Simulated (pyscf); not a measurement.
HO–B(OH)–OH (SMILES OB(O)O) + H• (SMILES [H]) → H₂O (SMILES O) + [HO–B–OH]• (SMILES O[B]O) (substitution at O; doublet surface; B–O broken, H–O formed). Single points on ωB97X-D3(BJ)/def2-SVP structures (PySCF, gas phase). Correlated levels are frozen-core, on RHF or UHF. ΔMP2 is the change of the MP2 total energy from the triple- to the quadruple-zeta basis. Rate constants from transition-state theory, CCSD(T)/def2-TZVPP + ΔMP2(QZVPP) energies (ideal gas, 1 atm, RRHO with modes under 100 cm⁻¹ raised to 100, one conformer, R ln 2 for chiral ones without a mode under 150 cm⁻¹; no tunnelling), k in cm³ molecule⁻¹ s⁻¹.

| T (K) | 1000/T | log10 k |
|---|---|---|
| 298 | 3.354 | -38.62 |
| 600 | 1.667 | ? |
| 900 | 1.111 | -19.18 |
| 1200 | 0.833 | -16.69 |

**Question.** Fit an Arrhenius line to the three values, give the activation energy, and predict k at 600 K.

**Answer.** Least squares gives log10 k = -9.49 − 8.69 × 1000/T, so Ea = 8.69 × ln 10 × 1.987 = 39.8 kcal/mol, against an electronic barrier of 38.2. At 600 K the line gives -23.97; the computed value is -24.06 (ΔG‡ = 49.6 kcal/mol), a factor 1.2 under the line, since the plot is curved. One saddle was located; it need not be the lowest between these sides. The angle at the attacked O is 118°. The CCSD(T) − MP2 part came from Ansatz, without density fitting, on the same reference.
